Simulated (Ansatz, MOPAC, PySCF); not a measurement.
Potential energy curve for Na₂, singlet.

- AM1, restricted, heats of formation (MOPAC)
- RKS-B3LYP/6-31G* = restricted B3LYP/6-31G*, spherical d run with PySCF
- UKS-CAM-B3LYP = unrestricted CAM-B3LYP/aug-cc-pVTZ in Ansatz (a program for electronic structure)
- UKS-PBE = Ansatz with unrestricted PBE/aug-cc-pVTZ

Energies are in kJ/mol, each relative to the lowest point of its own curve near equilibrium.

| R / Å | AM1 | RKS-B3LYP/6-31G* | UKS-CAM-B3LYP | UKS-PBE |
|---|---|---|---|---|
| 2.49 | 36.5 | 21.0 | 20.1 | 24.7 |
| 2.66 | 14.4 | 9.1 | 7.9 | 11.2 |
| 2.80 | 4.5 | 3.3 | 2.4 | 4.6 |
| 2.89 | 1.2 | 1.1 | 0.6 | 2.0 |
| 2.96 | 0.0 | 0.2 | 0.0 | 0.7 |
| 3.10 | 0.5 | 0.0 | 0.5 | 0.0 |
| 3.19 | 2.5 | 0.9 | 1.9 | 0.5 |
| 3.26 | 4.8 | 2.0 | 3.5 | 1.4 |
| 3.43 | 12.4 | 6.1 | 8.6 | 4.9 |
| 3.57 | 20.2 | 10.4 | 13.8 | 8.8 |
| 3.88 | 40.4 | 22.0 | 26.8 | 19.5 |
| 4.13 | 57.8 | 32.2 | 35.8 | 29.1 |
| 4.66 | 93.1 | 53.5 | 49.7 | 46.9 |
| 5.01 | 113.7 | 66.1 | 55.6 | 55.7 |
| 5.70 | 147.0 | 86.4 | 62.1 | 66.5 |
| 6.23 | 166.5 | 98.1 | 64.4 | 70.4 |
| 6.87 | 184.5 | 108.4 | 65.8 | 72.4 |
| 7.56 | 198.8 | 116.0 | 66.5 | 73.1 |
| 8.45 | 212.0 | 122.3 | 66.8 | 73.4 |
| 9.38 | 221.7 | 126.2 | 66.9 | 73.4 |

At the longest distance, 9.38 Å, AM1 lies highest above its minimum (221.7 kJ/mol) and UKS-CAM-B3LYP lowest (66.9 kJ/mol).

The restricted form behind AM1, RKS-B3LYP/6-31G* keeps the bonding electrons paired and can't separate into open-shell fragments. The unrestricted determinant behind UKS-CAM-B3LYP is spin-contaminated at 3.88 to 9.38 Å (<S²> up to 1.0, against 0.00 for a pure singlet). The unrestricted determinant behind UKS-PBE is spin-contaminated at 4.13 to 9.38 Å (<S²> up to 1.0, against 0.00 for a pure singlet).
